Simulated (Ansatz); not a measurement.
We consider trigonal Te, described by PBEsol in Ansatz (PAW).

Run with plane-wave cutoff 520 eV, 12×12×6 k mesh (along the axes of the cell as run), Fermi–Dirac smearing 0.01 eV, scalar-relativistic PAW data made under PBE.

Energies at three volumes about the minimum:

| V (Å³/atom) | E − E_lowest (meV/atom) |
|---|---|
| 31.393 | 1.38 |
| 32.034 | 0.00 |
| 32.675 | 1.23 |

Problem. Fit a parabola by hand: where is the minimum, and what is the bulk modulus?

Solution. Slopes: (0.00 − 1.38)/(32.034 − 31.393) = -2.153 and (1.23 − 0.00)/(32.675 − 32.034) = 1.919 meV/Å³. Curvature E″ = 2 × (1.919 − (-2.153))/(32.675 − 31.393) = 6.353 meV/Å⁶. From the middle of the first interval, the slope vanishes at V0 = 31.7135 − (-2.153)/6.353 = 32.052 Å³/atom. B = V0 E″ = 32.052 × 6.353 meV/Å³ × 0.1602 GPa per meV/Å³ = 32.6 GPa. The full Birch–Murnaghan fit to all volumes gives V0 = 32.033 Å³/atom and B0 = 32.6 GPa.

Shape and atoms are relaxed at each volume.

Measured, for comparison: bulk modulus 19 GPa (temperature not stated, not corrected to a static lattice; as tabulated in Yi et al. (2018), arXiv:1712.00894); equilibrium volume per atom 33.30 Å³/atom (copied from a table, unchecked, extrapolated to 0 K and zero-point effects removed; as tabulated in Lejaeghere et al. (2013), arXiv:1204.2733). Computed less measured: bulk modulus +72 % (against room or unstated temperature, where such soft solids are markedly softer), equilibrium volume per atom not scored (unchecked).

Note: the cell comes from a level without a dispersion term, which matters for the spacing of layers, chains or molecules; this level leaves the solid without a gap, although one is measured.

Ansatz is a quantum-chemistry and plane-wave program.
